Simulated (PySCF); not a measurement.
Propane in a uniform electric field

Species: propane, C₃H₈.
Geometry (GFN2-xTB, Å), atoms numbered from 1 in this order:
```
atom  x, y, z in Å
C1    -1.254    0.255   -0.072
C2    -0.003   -0.477    0.399
C3     1.257    0.102   -0.233
H4    -2.144   -0.168    0.388
H5    -1.200    1.309    0.192
H6    -1.356    0.178   -1.152
H7     0.072   -0.405    1.486
H8    -0.084   -1.535    0.142
H9     1.211    0.023   -1.317
H10    2.140   -0.431    0.113
H11    1.366    1.153    0.028
```

Level: PBE0/def2-SVPD (PySCF); nuclei fixed, core orbitals frozen in the response. Permanent dipole (0.000, -0.066, 0.056) D (1 au = 2.5417 D). Static polarisability (au):

```
x   43.44 -0.41 -0.44
y   -0.41 37.88 -0.99
z   -0.44 -0.99 37.53
```

Only the terms in μ and α are kept: μ(F) = μ + αF and ΔE = −μ·F − ½ F·αF.

Q: Apply 0.005 au along ±x, ±y and ±z in turn. Tabulate induced and total dipoles and both energy terms.

A: 
```csv
field along,induced x (D),induced y (D),induced z (D),total size (D),−μ·F (kJ/mol),−½F·αF (kJ/mol)
+x,0.552,-0.005,-0.006,0.559,0.000,-1.426
−x,-0.552,0.005,0.006,0.559,0.000,-1.426
+y,-0.005,0.481,-0.013,0.418,+0.341,-1.243
−y,0.005,-0.481,0.013,0.552,-0.341,-1.243
+z,-0.006,-0.013,0.477,0.539,-0.289,-1.232
−z,0.006,0.013,-0.477,0.424,+0.289,-1.232
```

Q: For the field (-0.0025, 0.0010, -0.0045) au, what is the induced dipole, and what angle does it make with the field?

A: αF = (-0.272, 0.110, -0.429) D, at 3.5° to the field. The polarisability along this direction, F·αF/F², is 38.92 au, against a mean of 39.62 au.

Q: A unit point charge sits 15 Å away. Estimate the induction energy −αe²/2R⁴ with the mean polarisability, treating the molecule as a point.

A: R = 28.35 bohr, so the energy is −39.6/(2 × 28.35⁴) Eh = -0.0806 kJ/mol.

Isolated species at its GFN2-xTB geometry, gas phase.
